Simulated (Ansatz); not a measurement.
Geometry optimisation, Ansatz 0.2.0, UKS revPBE-D4/cc-pVDZ.

Input file:

```yaml
crystal:
  periodic: [false, false, false]
  atoms:
    - { symbol: Si, position_ang: [0.017778, 0.077678, -0.039848] }
    - { symbol: Cl, position_ang: [0.288372, -0.085589, 2.067601] }
    - { symbol: H, position_ang: [1.387957, 0.241969, -0.669504] }
    - { symbol: H, position_ang: [-0.805646, 1.32341, -0.309765] }
    - { symbol: Si, position_ang: [-1.089958, -1.886569, -0.796937] }
    - { symbol: H, position_ang: [-1.995336, -2.386739, 0.314645] }
    - { symbol: H, position_ang: [-1.924597, -1.576214, -2.031511] }
    - { symbol: H, position_ang: [-0.073298, -2.961074, -1.149881] }
    - { symbol: H, position_ang: [0.012229, 0.004628, 4.6285] }
magnetization:
  spin_polarized: true
  initial_magnetization: 1
basis:
  gaussian: { orbitals: cc-pVDZ }
hamiltonian:
  xc: revpbe
  dispersion: d4
relax:
  f_tol: 0.03
  max_steps: 50
```

Command:

```bash
$ ansatz run input.yaml --threads 2 --pin off --max-ram 3072MiB --backend cpu --events-out ev --progress --plain --runs-dir out
```

Q: Where does it end, and by what steps?

A: It converged. The force dipped under the threshold on the way, but the program's further checks kept it going. After 9 steps the energy has fallen by 0.065 eV; H9 moved furthest, 0.81 Å.

| step | energy less start (eV) | largest force component (eV/Å) | accepted |
| --- | --- | --- | --- |
| 0 | 0.0000 | 0.315 | yes |
| 1 | -0.0147 | 0.123 | yes |
| 2 | -0.0329 | 0.066 | yes |
| 3 | -0.0456 | 0.027 | yes |
| 4 | -0.0519 | 0.023 | yes |
| 5 | -0.0573 | 0.032 | yes |
| 6 | -0.0601 | 0.119 | yes |
| 7 | -0.0623 | 0.060 | yes |
| 8 | -0.0639 | 0.006 | yes |
| 9 | -0.0647 | 0.017 | yes |

```xyz
9
Properties=species:S:1:pos:R:3
Si -0.040 0.078 -0.148
Cl 0.549 -0.204 1.866
H 1.203 0.386 -0.943
H -0.961 1.272 -0.188
Si -1.104 -1.896 -0.882
H -2.298 -2.173 -0.003
H -1.561 -1.731 -2.312
H -0.132 -3.045 -0.797
H 0.162 0.064 5.421
```

Whether the end is a true minimum wasn't checked by a vibrational analysis.

Time of the run: 27 s on 2 threads of Intel(R) Xeon(R) Platinum 8175M CPU @ 2.50GHz (Skylake/Cascade Lake), with other jobs on the host, peak memory 0.18 GiB.
